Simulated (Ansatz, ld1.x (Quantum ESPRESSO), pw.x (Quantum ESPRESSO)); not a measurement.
boron (B): does the RRKJ potential hold in the solid?

- Element: boron (B)
- Generator: ld1.x (Quantum ESPRESSO) 7.5
- Type: norm-conserving RRKJ (Kleinman–Bylander form)
- Functional: PBEsol
- Relativity: scalar-relativistic
- Frozen core: [He]
- Valence charge: 3
- Reference configuration: 2s2 2p1
- Partial waves: 2s (bound): rc 1.60 bohr; 3d channel at 0.25 Ry: rc 3.30 bohr; 2p (bound): rc 3.70 bohr
- Local potential: the p channel
- Core correction: a·sin(br)/r model core inside 1.15 bohr

Crystal test: bcc B in pw.x 7.5, no spin, 18³ k-points, Fermi–Dirac smearing 0.01 Ry, cutoffs 50/200 Ry. The reference is all-electron LAPW (Ansatz 0.2.0) with the same functional, mesh and smearing; V0 and B0 come from Birch–Murnaghan fits to the pressures at five volumes. Errors are pseudo minus all-electron; Δ is the rms difference of the E(V) curves that follow from these fits, minima aligned, over ±6 % about the mean V0. Mesh and smearing are coarse, so the numbers serve the comparison and aren't converged zero-temperature values; the lattice is a test structure that the element need not adopt.

All-electron: a0 = 2.298 Å (V0 = 6.07 Å³/atom), B0 = 237.8 GPa.

**Question.** How far does the potential miss the all-electron equation of state?

**Answer.** converged, but broken (pressure over 100 GPa off). The pressure does not cross zero within the volumes sampled, so no fit is given. The largest radius (3.70 bohr) exceeds half the bond length (1.88 bohr), so the spheres overlap, which is one possible source of error among others. Atomic configuration tests: 1 of 7 tests not solved or not reliable. A pressure error of this size marks a broken potential; the numbers have no physical meaning.

```
V (Å³/atom)  P all-electron (GPa)  P pseudo (GPa)
      5.793                 12.35          118.79
      5.946                  5.20          109.20
      6.098                 -1.07          100.47
      6.250                 -6.52           92.49
      6.403                -11.24           85.19
```

**Question.** At the middle volume, how do free energy and pressure move when the wave cutoff is lowered (ecutrho kept at four times it)?

**Answer.**

```tsv
cutoff (Ry)	shift of F (meV/atom)	shift of P (GPa)
22	+143.9	-10.63
30	+28.0	-3.50
40	+1.4	-0.36
```

Input at the middle volume:

```
&control
  calculation='scf', prefix='x', pseudo_dir='./', outdir='./tmp', tstress=.true., disk_io='low'
/
&system
  ibrav=0, nat=1, ntyp=1, ecutwfc=50, ecutrho=200, nbnd=8,
  occupations='smearing', smearing='fd', degauss=0.01
/
&electrons
  conv_thr=1e-09, mixing_beta=0.4, electron_maxstep=70
/
ATOMIC_SPECIES
B 1.0 B.UPF
CELL_PARAMETERS angstrom
  -1.15091295 1.15091295 1.15091295
  1.15091295 -1.15091295 1.15091295
  1.15091295 1.15091295 -1.15091295
ATOMIC_POSITIONS crystal
B 0.0000 0.0000 0.0000
K_POINTS automatic
18 18 18 0 0 0
```

```bash
pw.x < B.scf.in > B.scf.out
```

Lines of the output:

```
Message from routine setup:
     using ibrav=0 with symmetry is DISCOURAGED, use correct ibrav instead
     lattice parameter (alat)  =       3.7671  a.u.
     unit-cell volume          =      41.1513 (a.u.)^3
     number of electrons       =         3.00
     number of Kohn-Sham states=            8
     kinetic-energy cutoff     =      50.0000  Ry
     charge density cutoff     =     200.0000  Ry
     scf convergence threshold =      1.0E-09
     Exchange-correlation= PBESOL
     number of k points=   195  Fermi-Dirac smearing, width (Ry)=  0.0100
     iteration #  1     ecut=    50.00 Ry     beta= 0.40
     total energy              =      -5.24736586 Ry
     estimated scf accuracy    <       0.00772766 Ry
     iteration #  2     ecut=    50.00 Ry     beta= 0.40
     total energy              =      -5.24672884 Ry
     estimated scf accuracy    <       0.00258491 Ry
     iteration #  3     ecut=    50.00 Ry     beta= 0.40
     total energy              =      -5.24677741 Ry
     estimated scf accuracy    <       0.00000212 Ry
     iteration #  4     ecut=    50.00 Ry     beta= 0.40
     total energy              =      -5.24677753 Ry
     estimated scf accuracy    <       0.00000001 Ry
     iteration #  5     ecut=    50.00 Ry     beta= 0.40
     the Fermi energy is    15.8618 ev
!    total energy              =      -5.24677754 Ry
     estimated scf accuracy    <          1.8E-10 Ry
     smearing contrib. (-TS)   =      -0.00075587 Ry
     The total energy is F=E-TS. E is the sum of the following terms:
     one-electron contribution =       4.49400322 Ry
     hartree contribution      =       0.00654225 Ry
     xc contribution           =      -2.21680793 Ry
     ewald contribution        =      -7.52975920 Ry
     convergence has been achieved in   5 iterations
          total   stress  (Ry/bohr**3)                   (kbar)     P=     1004.67
```

The 8 pw.x runs together took about 22 s on one core of a shared server CPU.
